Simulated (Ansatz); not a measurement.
# BHO (singlet): wave-function methods side by side at distance B1–O2 = 2.356 Å, 6-31G

Aim: climb from Hartree-Fock through coupled cluster and multireference methods for BHO (singlet) at one geometry and basis, and see what each rung misses.

Program: Ansatz 0.2.0, Gaussian basis. Level of theory: 6-31G, core rule «outside noble gas», up to 2 orbitals frozen. These are calculated values, not measurements.

To be run: UHF; CCSD(T) on RHF; CCSD(T) on UHF; BCCD(T) on RHF; CISD; CCSDT(Q) on RHF; CCSDT(Q) on UHF; CISDTQ; CCSDTQ on RHF; CASSCF and MRCISD+Q, 2 electrons in 2 orbitals; CASSCF and NEVPT2, 2 electrons in 2 orbitals; Full CI.

24 further runs of the same task are left out: 8 for a known fault of the program, 13 that didn't finish, 3 set aside as unsound or not needed. Runs told in other sessions of the task aren't counted.

### Step 1. The system

The geometry derives from a PBE0/def2-TZVP stationary point (not a proven minimum). One bond is set to the value named and the two fragments are kept rigid.

3 atoms, charge 0, spin multiplicity 1.

Atoms are counted from 1 here; the program's logs count them from 0.

Bond lengths: O2–H3 0.952 Å.

### Step 2. UHF

in.yaml reads:

```yaml
crystal:
  periodic: [false, false, false]
  atoms:
    - {symbol: B, position_ang: [0.000000, 0.000000, 1.888078]}
    - {symbol: O, position_ang: [0.000000, 0.000000, -0.467922]}
    - {symbol: H, position_ang: [0.000000, 0.000000, -1.420157]}
basis:
  gaussian: {orbitals: 6-31G}
magnetization: {spin_polarized: true, initial_magnetization: 0}
hamiltonian: {xc: hf}
output: {orbitals: {seedname: orbitals}}
```

Run with:

```sh
$ ansatz run in.yaml --threads 1 --pin off --events-out ev --progress --plain --max-ram 2393MiB
```

The runs that follow: CCSD(T) on RHF; CCSD(T) on UHF; BCCD(T) on RHF; CISD; CCSDT(Q) on RHF; CCSDT(Q) on UHF; CISDTQ; CCSDTQ on RHF; CASSCF and MRCISD+Q, 2 electrons in 2 orbitals; CASSCF and NEVPT2, 2 electrons in 2 orbitals; Full CI.

Q: Predict the results of all the runs planned. Wanted: FCI from the RHF energy; RMP2 from FCI; RCCSD from FCI; RCCSD(T) from FCI; RCCSDT(Q) from FCI; T1 diagnostic; effectively unpaired electrons.

As calculated:

```
                         quantity          value
          FCI from the RHF energy     -5.9682 eV
                    RMP2 from FCI  +107.8 kJ/mol
                   RCCSD from FCI   +47.6 kJ/mol
                RCCSD(T) from FCI    +7.1 kJ/mol
               RCCSDT(Q) from FCI   -55.5 kJ/mol
levels within 1 kcal/mol (43 meV)        RCCSDTQ
                    T1 diagnostic          0.077
   effectively unpaired electrons           0.37
```

RCCSD(T) misses by +7.1 kJ/mol, 1.2 % of the correlation energy. RCCSDT(Q) falls below full CI, which methods that aren't variational can do. The occupations show static correlation (0.37 effectively unpaired electrons where one determinant has 0). These misses are within one basis, not against nature.
